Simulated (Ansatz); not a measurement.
# B₂H₄: small, medium and large basis sets

How large a basis does B₂H₄ need? Two functionals and correlated methods are run in growing sets.

Method: one geometry, several basis sets; program: Ansatz 0.2.0, Gaussian basis.

Plan: PBE0-D4/def2-SVP; ωB97M-V/def2-SVP; PBE0-D4/def2-QZVPP; ωB97M-V/def2-QZVPP; CCSD(T)/cc-pV(D+d)Z; CCSD(T)/cc-pV(T+d)Z; MP2/cc-pV(Q+d)Z; the functionals' def2-TZVPP values are taken from earlier runs.

3 further runs of the same task are left out: 3 that didn't finish.

## Step 1: Structure used throughout

An earlier PBE0-D4 in a triple-zeta def2 set relaxation fixed the geometry.

SMILES `BB`, 6 atoms, charge 0, spin multiplicity 1.

Atoms are counted from 1 here; the program's logs count them from 0.

Bond lengths: B1–B2 1.628 Å, B1–H3 1.201 Å, B1–H4 1.201 Å, B2–H5 1.201 Å, B2–H6 1.201 Å. Angles: B2–B1–H3 122.2°, B2–B1–H4 122.0°, H3–B1–H4 115.8°, B1–B2–H5 122.2°, B1–B2–H6 122.1°, H5–B2–H6 115.8°.

## Step 2: PBE0-D4 in def2-SVP

Contents of in.yaml:

```yaml
crystal:
  periodic: [false, false, false]
  atoms:
    - {symbol: B, position_ang: [-0.227425, -0.785893, -0.087274]}
    - {symbol: B, position_ang: [0.240305, 0.764892, 0.072226]}
    - {symbol: H, position_ang: [-1.211725, -1.215887, 0.448992]}
    - {symbol: H, position_ang: [0.391983, -1.572923, -0.749495]}
    - {symbol: H, position_ang: [-0.128772, 1.624305, -0.680503]}
    - {symbol: H, position_ang: [0.977834, 1.121507, 0.949953]}
basis:
  gaussian: {orbitals: def2-SVP}
hamiltonian: {xc: pbe0, dispersion: d4}
output: {orbitals: {seedname: orbitals}}
```

On the command line:

```sh
$ ansatz run in.yaml --threads 2 --pin off --events-out ev --progress --plain --max-ram 4352MiB
```

After this run come: ωB97M-V in def2-SVP; PBE0-D4 in def2-QZVPP; ωB97M-V in def2-QZVPP; CCSD(T) in cc-pV(D+d)Z; CCSD(T) in cc-pV(T+d)Z; MP2 in cc-pV(Q+d)Z.

**Question.** What will the summary of the whole plan be? Wanted: MP2 correlation recovered, cc-pV(D+d)Z; MP2 correlation recovered, cc-pV(T+d)Z; MP2 correlation recovered, cc-pV(Q+d)Z; CCSD(T) limit from def2 sets; PBE0-D4: double and triple zeta above quadruple; ωB97M-V: double and triple zeta above quadruple.

**Answer**, as computed:

| quantity | value |
| --- | --- |
| MP2 correlation recovered, cc-pV(D+d)Z | 72.9 % |
| MP2 correlation recovered, cc-pV(T+d)Z | 90.0 % |
| MP2 correlation recovered, cc-pV(Q+d)Z | 95.9 % |
| CCSD(T) limit from def2 sets (earlier runs) less the limit of this series | 10 meV |
| PBE0-D4: double and triple zeta above quadruple | 1.68, 0.10 eV |
| ωB97M-V: double and triple zeta above quadruple | 1.85, 0.10 eV |

PBE0-D4 gains 1.58 eV from double to triple zeta, then 0.10 eV more. Correlation climbs from 73 % (cc-pV(D+d)Z) to 96 % (cc-pV(Q+d)Z) of the limit; Hartree-Fock is 0.027 eV from its own by then. A limit from the def2 sets, made apart, differs by 10 meV, a least measure of the doubt on such a limit. These are total energies; as a rule much of such shifts cancels in differences, which this series doesn't test.
